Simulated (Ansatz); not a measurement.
Reaction: C3H6 (SMILES C=CC) → C3H5 (SMILES C(=C)[CH2], doublet) + H (doublet) (the C-H bond breaks)
Each species at its own B3LYP-D3(BJ)/def2-TZVP minimum (Ansatz, a first-principles code).

Wanted: bond dissociation energy (electronic), in kcal/mol. Radicals and triplets start from unrestricted determinants; spin-orbit coupling is neglected. CBS(X,Y): correlation extrapolated as X^-3, Hartree-Fock from the larger set. A bracket is a step between two methods taken in the basis named. Functionals run without relativity, which enters their misses. Double hybrids freeze cores in their MP2 part. '+ core + X2C': CCSD(T) terms for core correlation (cc-pwCVTZ) and scalar relativity (cc-pVTZ-DK). For partners of very few electrons the exact lower level stands in for a higher one. The UHF reference of C3H5 ([CH2]C=C, doublet) is spin-contaminated (<S^2> up to 0.20 over the pure value in the sets run).

CCSD(T)/CBS(cc-pVTZ,cc-pVQZ) + [CCSDT(Q) - CCSD(T)]/cc-pVDZ + core + X2C (Ansatz) gives 94.9 kcal/mol.

**Question.** What does PBE/def2-TZVPD (Ansatz) give here, and how do the other levels compare?

**Answer.** PBE gives 89.6 kcal/mol, 5.3 kcal/mol below it. Differences of the others: r2SCAN/def2-TZVPD (Ansatz) -7.3; B3LYP/def2-TZVPD (Ansatz) -4.0; wB97M-V/def2-TZVPD (Ansatz) -0.8; B2PLYP/def2-TZVPD (Ansatz) -2.7; CCSD(T)/CBS(cc-pVTZ,cc-pVQZ) + core + X2C (Ansatz) 0.4 kcal/mol.
